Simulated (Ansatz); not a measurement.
Working through a ladder of basis sets of CH3NSi, SMILES N#C[SiH3]

Program: Ansatz 0.2.0 through its Python package.

Contents of `ch3nsi.xyz`:
```text
6

N     1.16320   -1.98800    1.10140
C     0.58750   -1.04240    0.57880
Si   -0.28580    0.41890   -0.25630
H    -1.37010   -0.00070   -1.02970
H     0.66530    1.11580   -1.19770
H    -0.71800    1.43240    0.75730
```

Run as a notebook:

**Cell 1**
```python
import ansatz as az
```

**Cell 2**
```python
FUNCTIONAL = 'PBE0'
```

**Cell 3**
```python
ch3nsi = az.Crystal.molecule_from_extxyz('ch3nsi.xyz')
```

**Cell 4**
```python
setup = ch3nsi.calculation().functional(FUNCTIONAL)
```

**Cell 5**
```python
energies = {}
for basis in ['cc-pVDZ', 'cc-pVTZ']:
    data = setup.basis(gaussian=basis).run(threads=1, backend='cpu').report
    size = data['n_frozen'] + data['n_occupied'][0] + data['n_virtual'][0]
    energies[basis] = (data['reference_energy_ev'] / 27.211386246, data['free_energy_ev'] / 27.211386246)
    print(f'{basis:14s} {size:4d} orbitals  reference {energies[basis][0]:14.6f} Ha  total {energies[basis][1]:14.6f} Ha')

last = energies['cc-pVTZ'][1]
for basis, (_, total) in energies.items():
    print(f'{basis:14s} lies {27.211386 * (total - last):9.4f} eV above cc-pVTZ')
```
Output:
```text
cc-pVDZ          61 orbitals  reference    -383.881955 Ha  total    -383.881955 Ha
cc-pVTZ         136 orbitals  reference    -383.921165 Ha  total    -383.921165 Ha
cc-pVDZ        lies    1.0670 eV above cc-pVTZ
cc-pVTZ        lies    0.0000 eV above cc-pVTZ
```

Against cc-pVDZ: cc-pVTZ -39.2 mHa. The last step alone is -39.21 mHa. From the first set to the last the time grows from 1.2 to 2.3 s.

The drop along the ladder measures the basis error, and is no property of the molecule. The geometry is a force-field or estimated start, not a minimum of this method, and the last set is no limit. Much of the fall in a total is atomic energy, which cancels in bond and reaction energies. For Al to Cl the sets with a tight d function, cc-pV(X+d)Z, are usual. Timing: 4.2 s on 1 thread of Intel(R) Xeon(R) Platinum 8259CL CPU @ 2.50GHz (Skylake/Cascade Lake), with other jobs on the host, peak memory 0.27 GiB.

(Lines on the test bed's own set-up are left out of the output.)
